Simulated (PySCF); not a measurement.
## ECD: `C[C@H]1S[C@@H]1CF`, C4H7FS

Geometry:
```tsv
atom	x (Å)	y (Å)	z (Å)
C1	1.932	-0.120	0.284
C2	0.636	0.035	-0.459
S3	-0.095	-1.438	-1.223
C4	-0.642	-0.411	0.152
C5	-1.906	0.380	-0.068
F6	-1.977	1.406	0.845
H7	2.058	0.716	0.972
H8	1.939	-1.047	0.852
H9	2.770	-0.129	-0.409
H10	0.586	0.908	-1.103
H11	-0.585	-0.893	1.124
H12	-1.923	0.832	-1.065
H13	-2.797	-0.239	0.080
```

The calculation used TDDFT wB97X-D/def2-SVPD circular dichroism and optical rotation, one conformer, gas phase in PySCF. Geometry: GFN2-xTB.

The molecule is flexible and this is one conformer; a measurement averages over conformers. States above about 8.7 eV (minus the energy of the highest occupied orbital) lie near or above the ionisation threshold and depend on the basis.

Question: What are the CIP labels of the stereocentres?

Answer: C2 R, C4 R.

Question: List the lowest 12 singlet excitations with oscillator and rotatory strengths.

Answer: Rotatory strengths R in 10⁻⁴⁰ esu² cm², velocity form and length form (origin at the centre of mass); f in length form.
```tsv
state	E (eV)	λ (nm)	f	R (velocity)	R (length)	main
1	4.95	250	7e-05	-0.9	-1.4	HOMO→LUMO 0.92
2	6.46	192	0.028	-6.7	-6.3	HOMO→LUMO+1 0.92
3	7.18	173	0.057	-4.6	-2.8	HOMO→LUMO+2 0.62, HOMO→LUMO+3 0.28
4	7.22	172	0.048	-6.3	-4.7	HOMO→LUMO+3 0.57, HOMO→LUMO+2 0.20
5	7.59	163	0.059	+14.6	+14.6	HOMO−1→LUMO 0.81
6	7.74	160	0.010	+12.9	+13.4	HOMO→LUMO+4 0.55, HOMO→LUMO+5 0.16
7	8.03	154	0.060	-15.9	-15.5	HOMO−2→LUMO 0.74
8	8.30	149	0.011	-14.4	-13.5	HOMO→LUMO+5 0.69, HOMO→LUMO+4 0.10
9	8.54	145	0.033	+29.9	+29.5	HOMO→LUMO+6 0.38, HOMO→LUMO+9 0.14
10	8.61	144	0.104	+58.6	+58.0	HOMO−1→LUMO+1 0.58
11	8.79	141	0.067	+17.4	+13.4	HOMO→LUMO+6 0.32, HOMO→LUMO+9 0.17
12	8.86	140	0.017	+6.2	+6.6	HOMO→LUMO+7 0.50, HOMO→LUMO+9 0.15
```

Among the states computed, the strongest CD band (largest |R|) is state 10. The largest dissymmetry factor in size, g = 4R/(D+G), with D and G the electric and magnetic dipole strengths, is -0.11 for state 1 (velocity form, f = 6e-05), among bands with |R| over 0.5. The mirror image has the same energies and oscillator strengths and all R with the opposite sign.
